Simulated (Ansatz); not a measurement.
**HF ··· CH$_{3}$F**

The pair of HF (SMILES F, atoms 1–2) and CH$_{3}$F (SMILES CF, atoms 3–7), both closed shells, in one local arrangement (a lower one may exist), relaxed at PBE0-D4/def2-TZVP:

F1  (0.686, 0.072, -2.320)
H2  (0.823, -0.291, -1.474)
C3  (-0.357, 0.083, 0.789)
F4  (0.680, -0.655, 0.219)
H5  (0.063, 0.703, 1.581)
H6  (-1.089, -0.616, 1.193)
H7  (-0.805, 0.703, 0.012)
(Å)

Ansatz 0.2.0; basis: def2-TZVPPD, with def2-QZVPPD for the basis limit; cores frozen in the correlated methods. B3LYP uses VWN-RPA correlation. Extrapolation: Hartree–Fock as exp(−7.88 √X), correlation as X^−2.97. Interaction energies count from these two fragments, frozen as in the pair, with the counterpoise correction; negative means bound.

Question: What is the interaction energy by CCSD(T) at an estimated basis limit (MP2 extrapolated from triple and quadruple zeta, plus CCSD(T) − MP2 in triple zeta)? (To be estimated.)

Answer: The calculation gives: -24.6 kJ/mol. Hartree–Fock alone gives -19.4 kJ/mol at the basis limit. It counts from the two fragments frozen as in the pair.

The same quantity by other methods in triple zeta, and each one's difference from that estimate:
```json
{"method": "PBE-D4", "E_int (kJ/mol)": "-24.4", "difference": "0.3"}
{"method": "revPBE-D4", "E_int (kJ/mol)": "-19.4", "difference": "5.2"}
{"method": "BLYP-D4", "E_int (kJ/mol)": "-22.6", "difference": "2.1"}
{"method": "r2SCAN-D4", "E_int (kJ/mol)": "-26.2", "difference": "-1.6"}
{"method": "B97M-V", "E_int (kJ/mol)": "-24.8", "difference": "-0.2"}
{"method": "PBE0-D4", "E_int (kJ/mol)": "-24.9", "difference": "-0.3"}
{"method": "B3LYP-D4", "E_int (kJ/mol)": "-24.7", "difference": "-0.1"}
{"method": "HSE06-D4", "E_int (kJ/mol)": "-24.8", "difference": "-0.2"}
{"method": "wB97X-V", "E_int (kJ/mol)": "-24.6", "difference": "0.0"}
{"method": "wB97M-V", "E_int (kJ/mol)": "-24.6", "difference": "0.1"}
{"method": "B2PLYP", "E_int (kJ/mol)": "-23.0", "difference": "1.6"}
{"method": "HF", "E_int (kJ/mol)": "-19.2", "difference": "5.4"}
{"method": "MP2", "E_int (kJ/mol)": "-22.1", "difference": "2.5"}
{"method": "CCSD", "E_int (kJ/mol)": "-21.7", "difference": "2.9"}
{"method": "CCSD(T)", "E_int (kJ/mol)": "-22.5", "difference": "2.2"}
```
Differences are method less estimate.

Question: Which atoms make the shortest contact between the fragments?

Answer: H2 and F4, 1.74 Å apart.

Basis-set superposition shift (counterpoise-corrected less uncorrected): CCSD(T) 2.6; MP2 2.4; HF 0.2; PBE0-D4 0.2; wB97M-V 0.2 kJ/mol.

T1 diagnostic: at most 0.011.

For scale, one of the runs: CCSD(T)/def2-TZVPPD, 185 basis functions, launched by `ansatz run in.yaml --threads 2 --pin off --events-out ev --progress --plain --max-ram 5222MiB`. Hardware: 2 CPU threads, shared host. Wall time 66 s; peak host memory 2 GiB.
